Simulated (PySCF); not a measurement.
Molecule: `c1cc[nH]c1`, C4H5N.

Geometry (Å), atoms numbered from 1 in this order:
```xyz
10

C     0.0276   -1.1872    0.1388
C    -1.1137   -0.3988   -0.1728
C    -0.6976    0.9144   -0.2389
N     0.6436    0.9394    0.0197
C     1.0998   -0.3272    0.2519
H     0.0613   -2.2673    0.2676
H    -2.1305   -0.7532   -0.3309
H    -1.2505    1.8267   -0.4511
H     1.2136    1.7726    0.0392
H     2.1465   -0.5197    0.4768
```

Geometry PBE0-D3(BJ)/def2-SVP throughout; GIAO in PySCF 2.14.0 with density-fitted response routines, gas phase, one conformer, non-relativistic; equivalent atoms averaged; functional PBE0.

Question: How do the shifts δ (against TMS, NH3 at the same level) depend on the basis set? (ppm; last column core-seconds on shared hosts with different chips, so compare them loosely)

Answer: 
```
    basis set  functions  C3/C5  C1/C2     N4    H9  H8/H10  H6/H7  core-s
       STO-3G         30  101.7   98.2   87.4  6.48    5.51   5.44     1.8
        6-31G         55  111.5  106.9  139.9  6.61    6.42   6.14     3.5
     pcSseg-0         55  126.6  119.8  164.5  6.37    6.39   6.08     5.5
       6-31G*         80  108.0  103.1  139.2  6.81    6.35   6.02     4.8
     def2-SVP         95  112.0  107.2  155.6  7.04    6.28   6.11     5.1
      cc-pVDZ         95  113.3  108.0  157.8  7.17    6.47   6.20      11
     pcSseg-1        110  119.6  113.9  171.0  7.36    6.66   6.38     9.1
  aug-cc-pVDZ        160  114.0  107.5  154.9  7.81    6.88   6.49      21
6-311+G(2d,p)        165  117.5  111.9  163.5  7.63    6.80   6.48      12
    def2-TZVP        185  118.4  113.0  167.9  7.62    6.79   6.47      15
      cc-pVTZ        220  117.6  112.5  167.7  7.74    6.74   6.43      33
     IGLO-III        225  121.7  116.1  168.1  7.74    6.80   6.46      33
     pcSseg-2        250  122.9  117.2  169.9  7.87    6.82   6.53      31
```

Question: Which nucleus moves most, in ppm?

Answer: N4 (pyrrole-type ring nitrogen): from 87.4 ppm with STO-3G to 171.0 ppm with pcSseg-1. The smallest spread is 1.09 ppm, at H6/H7. Proton shifts span only some 12 ppm, so a few tenths of a ppm matter as much there as several ppm in carbon.

Question: Taking the largest basis, pcSseg-2 (250 functions), as the yardstick, rank the others by their worst heavy-atom deviation.

Answer: IGLO-III 1.8 ppm (225 functions), pcSseg-1 3.4 ppm (110 functions), def2-TZVP 4.5 ppm (185 functions), cc-pVTZ 5.3 ppm (220 functions), pcSseg-0 5.4 ppm (55 functions), 6-311+G(2d,p) 6.4 ppm (165 functions), cc-pVDZ 12.1 ppm (95 functions), def2-SVP 14.3 ppm (95 functions), aug-cc-pVDZ 15.1 ppm (160 functions), 6-31G 30.0 ppm (55 functions), 6-31G* 30.7 ppm (80 functions), STO-3G 82.5 ppm (30 functions).

A small basis that lands close on one nucleus may do so by chance; judge by the trend and by all nuclei.
